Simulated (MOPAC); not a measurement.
# C5H8O (Methyl cyclopropyl ketone) at PM7-

We compute a structure relaxation of C5H8O (Methyl cyclopropyl ketone). 

Program for the calculation: MOPAC 23.2.5.

4 further runs of the same task are left out: 4 set aside as unsound or not needed.

## Step 1: The structure to begin with

The species is C5H8O (14 atoms), meant as a singlet with charge 0. SMILES: `CC(=O)C1CC1`. All atoms were displaced at random from a relaxed shape. The run starts from this shape.

Bond lengths: C1–C2 1.484 Å, C2–O3 1.248 Å, C2–C4 1.464 Å, C4–C5 1.508 Å, C4–C6 1.520 Å, C5–C6 1.494 Å, C1–H7 1.099 Å, C1–H8 1.112 Å, C1–H9 1.087 Å, C4–H10 1.093 Å, C5–H11 1.072 Å, C5–H12 1.051 Å, C6–H13 1.069 Å, C6–H14 1.084 Å. Some angles: C1–C2–O3 120.4°, C1–C2–C4 119.3°, O3–C2–C4 120.3°, C2–C4–C5 118.5°, C2–C4–C6 118.3°, C5–C4–C6 59.1°, C4–C5–C6 60.8°, C4–C6–C5 60.0°, C2–C1–H7 112.0°, C2–C1–H8 109.3°.

## Step 2: A structure relaxation at PM7-

job.mop

```
PM7- PRECISE DISP MULLIK CYCLES=300 GNORM=0.05 THREADS=1 AUX(PRECISION=6)
C5H8O optimise

C      0.358597    -0.231735     2.113727
C     -0.045106    -0.577742     0.728692
O     -0.426023    -1.733843     0.452409
C      0.067467     0.433811    -0.323115
C      0.469466    -0.009119    -1.707683
C     -0.942871     0.408969    -1.458546
H      0.223058    -1.075594     2.803913
H     -0.262273     0.616781     2.476779
H      1.379751     0.139230     2.136290
H      0.416534     1.409908     0.023072
H      1.108024     0.634612    -2.280392
H      0.634587    -1.040025    -1.826853
H     -1.686469    -0.353660    -1.370772
H     -1.277011     1.376927    -1.815361
```

The run is started by

```console
mopac job.mop
```

What values should one expect? Wanted: total energy at the end; dipole moment; HOMO energy; LUMO energy; HOMO–LUMO gap; heat of formation.

Computed results:

Level: PM7-.

```
               quantity           value
total energy at the end    -37.37140 Eh
          dipole moment          2.97 D
            HOMO energy       -10.20 eV
            LUMO energy         0.68 eV
          HOMO–LUMO gap        10.88 eV
      heat of formation  -29.3 kcal/mol
```

At the final geometry: Bond lengths: C1–C2 1.500 Å, C2–O3 1.206 Å, C2–C4 1.491 Å, C4–C5 1.520 Å, C4–C6 1.520 Å, C5–C6 1.501 Å, C1–H7 1.101 Å, C1–H8 1.098 Å, C1–H9 1.098 Å, C4–H10 1.093 Å, C5–H11 1.086 Å, C5–H12 1.091 Å, C6–H13 1.091 Å, C6–H14 1.086 Å. Some angles: C1–C2–O3 121.6°, C1–C2–C4 116.4°, O3–C2–C4 121.9°, C2–C4–C5 117.7°, C2–C4–C6 117.7°, C5–C4–C6 59.2°, C4–C5–C6 60.4°, C4–C6–C5 60.4°, C2–C1–H7 111.2°, C2–C1–H8 111.4°. The optimisation took 31 steps and changed the energy by -0.198 eV. Mulliken charges run from -0.70 on C1 to +0.53 on C2.
